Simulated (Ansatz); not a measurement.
fcc Rh: transverse phonon frequency at L by level of theory

No measured value is used here.

Question: Put these levels in order of the transverse phonon frequency at L that they give for fcc Rh, smallest first: LDA (Ansatz, a quantum-chemistry and plane-wave program), PBE (Ansatz), r²SCAN (Ansatz).

Answer: PBE (133 cm⁻¹), r²SCAN (138 cm⁻¹), LDA (145 cm⁻¹)

Unless a cell is named, each level is at its own relaxed cell (LDA 13.22, PBE 14.04, r²SCAN 13.72 Å³/atom).

Each level is taken at its own relaxed cell. Cutoffs differ between the levels. Ansatz's density-functional and Hartree–Fock values are scalar-relativistic unless marked +SOC, with PAW data made under PBE.
